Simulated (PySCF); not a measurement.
Structure problem from calculated spectra and properties.

Elements present: C, H and S. Monoisotopic mass: 108.0067 u.

* Dipole: 2.18 D [PBE0/pcSseg-1]
* 13C NMR: chemical shifts (computed TMS as zero) by class: 36.4 (1 C), 27.0 (1 C), 16.1 (1 C) ppm [GIAO PBE0/pcSseg-1]
* Rotational structure: rotational constants A, B, C: 5.263, 1.868, 1.733 GHz [GFN2-xTB]
* 1H NMR: chemical shifts (computed TMS as zero) by class: 2.34 (2 H), 2.14 (3 H), 1.40 (3 H) ppm [GIAO PBE0/pcSseg-1]
* NMR, other nuclei: isotropic shieldings of nuclei other than C and H, by class: 414 (1 S), 519 (1 S) ppm [GIAO PBE0/pcSseg-1]

Gas-phase values; electronic properties from PySCF, density fitting. Levels stand in brackets. Isolated species at its GFN2-xTB geometry (one conformer only). Each NMR value is the plain mean over a class of atoms that symmetry, rotation or inversion makes alike.

Problem. Which formula fits the mass and the elements?

Solution. C3H8S2 (calculated 108.0067). No other formula that holds each of these elements comes within 0.0003 u with a fitting electron parity and a possible valence count.

Problem. Give a SMILES that accounts for the data.

Solution. Numbering: `[CH3:1][CH2:2][S:3][S:4][CH3:5]`. Its formula, C3H8S2, gives 0 degrees of unsaturation, so no ring and no π bond. 3 carbons fall into 3 classes; from least to most shielded: sp3 carbon bound to sulfur [C2] (36.4 ppm), S-methyl carbon [C5] (27.0 ppm), methyl carbon [C1] (16.1 ppm). Hydrogen classes from least to most shielded: 2 H on an sp3 carbon bound to sulfur, C2 (2.34 ppm), 3 H on an S-methyl carbon, C5 (2.14 ppm, a mean of values up to 0.7 ppm apart in this geometry), 3 H on a methyl carbon, C1 (1.40 ppm, a mean of values up to 0.9 ppm apart in this geometry). The other shieldings belong to: 414 ppm, disulfide sulfur [S3]; 519 ppm, disulfide sulfur [S4]. The optimised geometry has point group C1 and is an asymmetric top. Structure: `CCSSC`. The assignments are read from this structure; whether some other isomer fits the data as well wasn't checked.

Shape of the structure used: `[CH3:1][CH2:2][S:3][S:4][CH3:5]`: C1–C2–S3–S4 -66°, C2–S3–S4–C5 -90°.
